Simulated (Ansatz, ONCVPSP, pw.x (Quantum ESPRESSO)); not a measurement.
**Pt: one change to the ONCV potential, in the atom and in the fcc crystal**

ONCVPSP 4.0.1.1 (patched build) input, shortened (lines: element, Z, core and valence counts, functional; n l f; lmax; l rc ep ncon nbas qcut; lloc lpopt rc5 dvloc0; l nproj debl; icmod fcfact rcfact), PBE, scalar-relativistic:

```
  Pt 78.00   10    4        4      upf
    1    0    2.00
    2    0    2.00
    2    1    6.00
    3    0    2.00
    3    1    6.00
    3    2   10.00
    4    0    2.00
    4    1    6.00
    4    2   10.00
    4    3   14.00
    5    0    2.00
    5    1    6.00
    5    2    9.00
    6    0    1.00
    2
    0    1.80    0.00    4    8    7.70
    1    1.70    0.00    4    8    9.60
    2    2.45    0.00    4    9    5.60
    1    5    1.70    0.00
    0    2    0.40
    1    0    3.70
    2    1    0.50
    0    0.00    0.00
```

Change: p: qcut 7.9.

Cutoffs, loose and tight: the cutoffs (Ha) at which the residual kinetic energy of the hardest occupied pseudo-wave falls to 1 and 0.1 mHa per electron. They do not see the model core or the augmentation charge, which bear on the density cutoff. Test errors are all-electron minus pseudo excitation energies from the reference, over the configurations 5s2 5p6 5d9 6s0; 5s2 5p6 5d8 6s0; 5s2 5p6 5d7 6s0; 5s2 5p6 5d9 6s0.5; variants that change the core or the reference have their own tests.

Crystal test: fcc Pt in pw.x 7.5, no spin, 14³ k-points, Fermi–Dirac smearing 0.01 Ry, cutoffs set for each file from its atomic test. The reference is all-electron LAPW (Ansatz 0.2.0) with the same functional, mesh and smearing; V0 and B0 come from Birch–Murnaghan fits to the pressures at five volumes. Errors are pseudo minus all-electron; Δ is the rms difference of the E(V) curves that follow from these fits, minima aligned, over ±6 % about the mean V0. Mesh and smearing are coarse, so the numbers serve the comparison and aren't converged zero-temperature values; the lattice is a test structure that the element need not adopt.

All-electron: a0 = 3.973 Å (V0 = 15.67 Å³/atom), B0 = 245.3 GPa.

**Question.** Does the change bring the crystal closer to the all-electron result?

**Answer.** The mean pressure error goes from -9.26 to -12.17 GPa, so the change moves the solid further from the all-electron pressures.

| quantity | base | changed |
| --- | --- | --- |
| outcome (atom) | generated | generated |
| cutoff, loose (atom) | 24 Ha | 18 Ha |
| cutoff, tight (atom) | 31 Ha | 23 Ha |
| bound ghosts (atom) | none | none |
| largest test error (meV) (atom) | -21 | -21 |
| cutoffs in pw.x (Ry) | 75/300 | 55/220 |
| a0 (Å) | 3.924 | 3.908 |
| a0 error (%) | -1.23 | -1.62 |
| B0 error (%) | +10.8 | +14.6 |
| Δ (meV/atom) | 32.3 | 42.9 |
| mean pressure error (GPa) | -9.26 | -12.17 |

Base: This is a poor potential for the solid. Changed file: This is a poor potential for the solid.
